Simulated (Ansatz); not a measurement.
**CH5Al: one species, many methods**

Aim: compute CH5Al with functionals from several rungs and with coupled cluster. The yardstick is the atomisation energy at the CCSD(T) limit.

The runs use Ansatz 0.2.0, Gaussian basis; functionals in def2-TZVPP, the program's frozen cores in correlated methods.

The runs, in order: LDA (SPW92), PBE-D4, revPBE-D4, BLYP-D4, r2SCAN-D4, B97M-V, PBE0-D4, B3LYP-D4, r2SCANh-D4, r2SCAN0-D4, HSE06-D4, BHLYP-D4, CAM-B3LYP-D4, LC-ωPBE, ωB97X-V, ωB97M-V, B2PLYP, PBE-QIDH; CCSD(T)/def2-SVP; CCSD(T)/def2-TZVPP; CCSD(T)/def2-QZVPP; extrapolation to the limit; RPA on PBE.

### 1 Structure used throughout

The geometry comes from an earlier relaxation with PBE0-D4 in a triple-zeta def2 set; it is a stationary point, not always the lowest conformer.

SMILES `[CH3][AlH2]`, 7 atoms, charge 0, spin multiplicity 1.

Atoms are counted from 1 here; the program's logs count them from 0.

Bond lengths: C1–Al2 1.950 Å, C1–H3 1.093 Å, C1–H4 1.097 Å, C1–H5 1.093 Å, Al2–H6 1.590 Å, Al2–H7 1.590 Å. Angles: Al2–C1–H3 112.6°, Al2–C1–H4 109.5°, Al2–C1–H5 112.5°, H3–C1–H4 106.7°, H3–C1–H5 108.6°, H4–C1–H5 106.6°, C1–Al2–H6 120.6°, C1–Al2–H7 120.6°, H6–Al2–H7 118.8°.

Coordinates:

```xyz
7

C    -0.4485   -0.6956   -0.3555
Al    0.5629    0.7783    0.4247
H    -1.0631   -1.2196    0.3808
H    -1.1344   -0.3064   -1.1182
H     0.1934   -1.4255   -0.8556
H     0.0160    1.5493    1.7034
H     1.9348    1.2516   -0.2254
```

### 2 LDA

This LDA is Slater exchange with PW92 correlation.

in.yaml

```yaml
crystal:
  periodic: [false, false, false]
  atoms:
    - {symbol: C, position_ang: [-0.448469, -0.695645, -0.355495]}
    - {symbol: Al, position_ang: [0.562909, 0.778282, 0.424709]}
    - {symbol: H, position_ang: [-1.063053, -1.219627, 0.380849]}
    - {symbol: H, position_ang: [-1.134388, -0.306439, -1.118223]}
    - {symbol: H, position_ang: [0.193360, -1.425483, -0.855577]}
    - {symbol: H, position_ang: [0.016015, 1.549337, 1.703444]}
    - {symbol: H, position_ang: [1.934826, 1.251575, -0.225407]}
basis:
  gaussian: {orbitals: def2-TZVPP}
hamiltonian: {xc: lda}
output: {orbitals: {seedname: orbitals}}
```

Further steps of the session: PBE-D4 (GGA); revPBE-D4 (GGA); BLYP-D4 (GGA); r2SCAN-D4 (meta-GGA); B97M-V (meta-GGA); PBE0-D4 (hybrid); B3LYP-D4 (hybrid); r2SCANh-D4 (hybrid); r2SCAN0-D4 (hybrid); HSE06-D4 (hybrid); BHLYP-D4 (hybrid); CAM-B3LYP-D4 (range-separated); LC-ωPBE-D4 (range-separated); ωB97X-V (range-separated); ωB97M-V (range-separated); B2PLYP (double hybrid); PBE-QIDH (double hybrid); CCSD(T) in def2-SVP; CCSD(T) in def2-TZVPP; CCSD(T) in def2-QZVPP; RPA on PBE orbitals.

Q: Predict the results of all the runs planned. Wanted: atomisation energy, CCSD(T)/CBS; farthest beyond LDA; mean size of error, GGA; mean size of error, meta-GGA; mean size of error, hybrid; mean size of error, range-separated; mean size of error, double hybrid; gap, smallest and largest; T1 diagnostic.

**Answer**, as computed:

| quantity | value |
| --- | --- |
| atomisation energy, CCSD(T)/CBS | 2171.2 kJ/mol |
| functionals within 10.9 kJ/mol (0.5 %) | r2SCAN-D4, B3LYP-D4, r2SCANh-D4, CAM-B3LYP-D4, ωB97X-V, ωB97M-V |
| farthest beyond LDA | revPBE-D4 (-44.6 kJ/mol) |
| mean size of error, GGA | 27.2 kJ/mol |
| mean size of error, meta-GGA | 15.3 kJ/mol |
| mean size of error, hybrid | 14.9 kJ/mol |
| mean size of error, range-separated | 8.5 kJ/mol |
| mean size of error, double hybrid | 22.9 kJ/mol |
| gap, smallest and largest | 4.62 eV (LDA (SPW92)), 11.61 eV (LC-ωPBE) |
| T1 diagnostic | 0.0088 |
| triples share of the correlation energy | 3.0 % |

**Reading.** The LDA atomisation energy is off by 212.3 kJ/mol (10 %): it overbinds. PBE-D4 misses by -13.9 kJ/mol. Double hybrids carry the basis error of their MP2 part in triple zeta, and no dispersion term here, so their miss is partly the set-up's. Taken by rung, range-separated functionals do best (8.5 kJ/mol on average) and GGA ones worst beyond LDA (27.2 kJ/mol). The reference freezes the cores and leaves out relativity and excitations past (T), so misses under about 10.9 kJ/mol can't be ranked. Hartree-Fock recovers 77 % of the binding; the rest is correlation. CCSD(T) in def2-SVP is off by -97.6 kJ/mol, which most functionals beat. Orbital gaps span 4.6 to 11.6 eV; exact exchange widens them.
